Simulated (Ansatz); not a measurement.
Start from `CC1(O)NCS1` and change one atom or group to get `OC1NCS1`.

Ansatz, PBE0-D4/def2-TZVP geometries, multiplicity 1. Each molecule was computed in one conformer, which needn't be the lowest.

```tsv
property	`CC1(O)NCS1`
LUMO energy (PBE0/def2-TZVPP) / eV	-0.15
HOMO energy (ωB97M-V/def2-TZVPP) / eV	-8.86
HOMO energy (PBE/def2-TZVPP) / eV	-5.35
HOMO–LUMO gap (PBE0/def2-TZVPP) / eV	6.46
size of the dipole moment (B3LYP/def2-TZVPP) / D	2.21
LUMO energy (ωB97M-V/def2-TZVPP) / eV	1.88
```

Question: What does the change do to each property? (An estimate is asked.)

Answer: Ansatz gave: 
| property | `OC1NCS1` | shift |
| --- | --- | --- |
| LUMO energy (PBE0/def2-TZVPP) / eV | -0.13 | 0.02 |
| HOMO energy (ωB97M-V/def2-TZVPP) / eV | -8.79 | 0.07 |
| HOMO energy (PBE/def2-TZVPP) / eV | -5.28 | 0.07 |
| HOMO–LUMO gap (PBE0/def2-TZVPP) / eV | 6.42 | -0.04 |
| size of the dipole moment (B3LYP/def2-TZVPP) / D | 2.61 | 0.40 |
| LUMO energy (ωB97M-V/def2-TZVPP) / eV | 1.84 | -0.04 |

Dipoles are sizes alone; their direction can turn.

B3LYP here is the variant with VWN-RPA as its local correlation; programs differ in this.
